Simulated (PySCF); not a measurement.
Isomers C6H8:

A. 1-hexen-4-yne (SMILES C=CCC#CC)
B. 5-methyl-1,3-cyclopentadiene (CC1C=CC=C1)
C. 4-methyl-1,2,4-pentatriene

Spectrum 1. ¹³C{¹H} NMR (computed): δ 149.9 (CH), 138.1 (CH), 52.9 (CH), 15.9 (CH3).

Spectrum 2. ¹³C{¹H} NMR (computed): δ 224.3 (C), 146.5 (C), 119.9 (CH2), 102.5 (CH), 81.9 (CH2), 23.4 (CH3).

Spectrum 3. ¹³C{¹H} NMR (computed): δ 144.2 (CH), 121.7 (CH2), 84.0 (C), 82.9 (C), 28.7 (CH2), 4.8 (CH3).

Calculated, not measured (PySCF): σ from GIAO-PBE0/pcSseg-1, coordinates at the GFN2-xTB level. Equivalent nuclei averaged, gas phase, non-relativistic, one computed conformer.

Chemical shifts δ = σref − σ; TMS for ¹³C (186.93 ppm), all at this level. Shifts are as computed. Against solution values, carbons near 30 ppm lie about +3 ppm off and those near 130 ppm about +5 ppm (rms about the fit 2.1 ppm; single classes can miss by 10 ppm). Of 1328 compounds with measured shifts, 309 miss one by over three times the rms of a fit or turn the order of signals round; such compounds aren't used in these exercises. Signals without a measured value on file couldn't be tested in this way; 1H shifts scatter by 0.2 ppm about their fit, and single ones miss by 0.5 ppm.

Match each spectrum to its structure.

Results:

1–B, 2–C, 3–A.

- Spectrum 1 (B): 4 ¹³C signals; δC 149.9 is an alkene CH; δC 138.1 is an alkene CH.
- Spectrum 2 (C): 6 ¹³C signals; δC 224.3 is a central carbon of an allene; δC 146.5 is a fully substituted alkene carbon.
- Spectrum 3 (A): 6 ¹³C signals; δC 144.2 is an alkene CH; δC 121.7 is a terminal =CH2 carbon.
